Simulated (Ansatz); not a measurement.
# CH₃B (singlet): wave-function methods side by side, cc-pVTZ

One table from this session's results is given with a row withheld; the runs are named, their logs left out.

The runs use Ansatz 0.2.0, Gaussian basis; cc-pVTZ, core rule «outside noble gas», up to 2 orbitals frozen.

Plan: UHF; CCSD(T) on RHF; BCCD(T) on RHF; CCSDT(Q) on RHF; CASSCF and NEVPT2, 10 electrons in 11 orbitals.

3 further runs of the same task are left out: 3 set aside as unsound or not needed.

### The system

The geometry is a PBE0/def2-TZVP stationary point (not a proven minimum).

5 atoms, charge 0, spin multiplicity 1.

Atoms are counted from 1 here; the program's logs count them from 0.

Bond lengths: B1–C2 1.374 Å, B1–H3 1.175 Å, C2–H4 1.086 Å, C2–H5 1.086 Å. Angles: C2–B1–H3 180.0°, B1–C2–H4 122.5°, B1–C2–H5 122.5°, H4–C2–H5 115.0°.

The first run:

in.yaml

```yaml
crystal:
  periodic: [false, false, false]
  atoms:
    - {symbol: B, position_ang: [0.000000, 0.000000, 0.745473]}
    - {symbol: C, position_ang: [0.000000, 0.000000, -0.628685]}
    - {symbol: H, position_ang: [0.000000, 0.000000, 1.920782]}
    - {symbol: H, position_ang: [0.000000, 0.915866, -1.212565]}
    - {symbol: H, position_ang: [0.000000, -0.915866, -1.212565]}
basis:
  gaussian: {orbitals: cc-pVTZ}
magnetization: {spin_polarized: true, initial_magnetization: 0}
hamiltonian: {xc: hf}
output: {orbitals: {seedname: orbitals}}
```

On the command line:

```
$ ansatz run in.yaml --threads 1 --pin off --events-out ev --progress --plain --max-ram 2816MiB --backend cpu
```

Steps of the session up to this table: UHF; CCSD(T) on RHF; BCCD(T) on RHF; CCSDT(Q) on RHF; CASSCF and NEVPT2, 10 electrons in 11 orbitals.

One table of the session follows, with a row left open; its other results are not shown here.

| method | from RCCSDT(Q) (meV) |
| --- | --- |
| RHF | +8067.5 |
| RMP2 | +1011.1 |
| RCCSD | +357.7 |
| RCCSD(T) | +34.4 |
| BCCD(T) | ? |
| RCCSDT | +16.4 |
| RCCSDT(Q) | 0 |
| CASSCF valence | +4745.3 |
| NEVPT2 valence | +989.5 |

Estimate the missing values for BCCD(T).

**Answer.** from RCCSDT(Q) (meV): +33.0. In the column «from RCCSDT(Q) (meV)» it lies between RCCSDT (+16.4) and RCCSD(T) (+34.4).

With the free atoms at the same levels and basis (separate runs), the atomisation energy is 18.066 eV at RCCSDT(Q), 18.057 eV at RCCSD(T), 14.247 eV at RHF.
